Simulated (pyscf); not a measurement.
**Addition across a multiple bond or ene-type step: `[O]=[Ta]([Cl])([Cl])[Cl]` + `[NH3]` → `[NH2][Ta]([OH])([Cl])([Cl])[Cl]`**

Gas phase, singlet surface, charge 0. Bonds broken: N6–H7. Bonds formed: O1–H7, Ta2–N6. Optimised with ωB97X-D3(BJ)/def2-SVP in PySCF.

Transition state (Å):

```xyz
9

O      0.7633     0.2787     0.7073
Ta    -0.8576    -0.1997     0.0364
Cl    -0.8314    -1.8620    -1.5522
Cl    -2.5251     1.3701     0.2407
Cl    -1.5608    -1.5404     1.7824
N      0.0535     1.0923    -1.4453
H      0.8912     0.8664    -0.2477
H      0.3573     0.7108    -2.3397
H     -0.3191     2.0267    -1.6068
```

One imaginary mode, 1348i cm⁻¹; descent along it reached the two sides named, in the forms told below.

```
bond    change  reactant side (Å)  saddle  product side
------  ------  -----------------  ------  ------------
N6–H7   breaks              1.023   1.479           3.9
O1–H7    forms                2.7   1.129         0.961
Ta2–N6   forms              2.349   2.167         1.960
```

Electronic energies relative to the separated reactants (kcal/mol):

```csv
level,barrier,reaction energy,reverse barrier
ωB97X-D3(BJ)/def2-TZVP,14.0,-12.4,26.4
PBE/def2-TZVP,16.3,-5.3,21.5
r²SCAN/def2-TZVP,14.2,-9.9,24.1
B3LYP-D3(BJ)/def2-TZVP,16.4,-9.5,25.9
PBE0-D3(BJ)/def2-TZVP,13.8,-10.8,24.6
M06-2X/def2-TZVP,14.0,-12.8,26.8
ωB97M-D3(BJ)/def2-TZVP,16.7,-9.6,26.4
HF/def2-TZVP,26.4,-9.7,36.2
```

With ωB97M-D3(BJ)/def2-TZVP energies and thermal terms (ideal gas, 1 atm, RRHO with modes under 100 cm⁻¹ raised to 100, one conformer, R ln 2 for chiral ones without a mode under 150 cm⁻¹), in kcal/mol:

| T (K) | ΔH‡ | ΔG‡ | ΔH | ΔG |
|---|---|---|---|---|
| 298 | 14.7 | 25.3 | -9.2 | +1.0 |
| 600 | 15.2 | 35.9 | -7.8 | +10.7 |
| 900 | 16.0 | 46.1 | -6.3 | +19.7 |
| 1200 | 16.9 | 56.0 | -5.0 | +28.1 |

On the reactant side the descent ends in an adduct with a N–Ta contact, 28.3 kcal/mol under the separated species and 42.3 kcal/mol under the saddle at ωB97X-D3(BJ)/def2-TZVP. What is counted as formed (N–Ta) is already present as a longer contact in the reactant adduct; forming that adduct is a step of its own. At the saddle there is also a short H–Ta contact that neither side keeps. One saddle was located; it need not be the lowest between these sides. Elements past Kr carry the def2 core potentials, without spin-orbit coupling.
